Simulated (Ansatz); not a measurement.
in.yaml

```yaml
crystal:
  periodic: [false, false, false]
  atoms:
    - {symbol: Sn, position_ang: [0.000000, 0.000000, 0.000000]}
    - {symbol: H, position_ang: [0.000000, 0.000000, 3.999000]}
basis:
  gaussian: {orbitals: def2-SVPD}
total_charge: -1
correlation: {method: sc_nevpt2, electrons: outside_noble_gas, active_space: {window: {electrons: 2, orbitals: 2}}}
scf: {lower_state_search: off}
magnetization: {spin_polarized: true, initial_magnetization: 0}
```

```sh
$ ansatz run in.yaml --threads 1 --pin off --events-out ev --progress --plain --max-ram 2393MiB
```

Question: One thing in this input was set wrong on purpose, beside settings that are merely unusual. What is the gravest fault, and what does the program do?

Answer: Active space on unrestricted orbitals. How the run ends: refused.
```
Error: invalid value for `correlation.active_space`: it starts from restricted Hartree–Fock orbitals; set hamiltonian.xc: hf without magnetization.spin_polarized
```
